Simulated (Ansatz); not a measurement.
C₃H₈O₂, SMILES `CCC(O)O`. The species carries charge 0 and has multiplicity 1. The structure was optimised at the PBE0-D4/def2-TZVP level. It is one conformer, not always the lowest.

```xyz
13

C    -0.980   -1.022   -0.844
C    -0.168    0.250   -0.687
C     0.269    0.496    0.741
O     0.936    1.729    0.763
O     1.077   -0.528    1.255
H    -1.259   -1.180   -1.888
H    -0.417   -1.894   -0.507
H    -1.901   -0.978   -0.258
H    -0.741    1.120   -1.017
H     0.734    0.218   -1.311
H    -0.602    0.511    1.411
H     1.211    1.893    1.670
H     1.840   -0.613    0.672
```

**Question.** What is the dipole moment at r2SCAN/def2-TZVPP? (An estimate is asked.)

**Answer.** Ansatz gave: 0.21 D, with components (0.12, -0.06, -0.17) D in this frame, pointing from negative to positive charge.

**Question.** And with PBE, B3LYP, ωB97M-V? (An estimate is asked.)

**Answer.** Computed: PBE 0.20 D, B3LYP 0.20 D, ωB97M-V 0.20 D.

**Question.** Give the Mulliken charges with r2SCAN, PBE, ωB97M-V in def2-TZVPP. (Best estimate.)

**Answer.** The calculation gave: 
| atom | r2SCAN | PBE | ωB97M-V |
| --- | --- | --- | --- |
| C1 | -0.14 | -0.24 | -0.29 |
| C2 | -0.01 | -0.09 | -0.16 |
| C3 | 0.29 | 0.16 | 0.18 |
| O4 | -0.35 | -0.28 | -0.30 |
| O5 | -0.36 | -0.30 | -0.32 |
| H6 | 0.04 | 0.08 | 0.11 |
| H7 | 0.04 | 0.08 | 0.10 |
| H8 | 0.04 | 0.07 | 0.09 |
| H9 | 0.02 | 0.07 | 0.09 |
| H10 | 0.01 | 0.05 | 0.08 |
| H11 | 0.01 | 0.05 | 0.09 |
| H12 | 0.20 | 0.18 | 0.17 |
| H13 | 0.19 | 0.18 | 0.17 |

B3LYP here is the variant with VWN-RPA as its local correlation; programs differ in this.
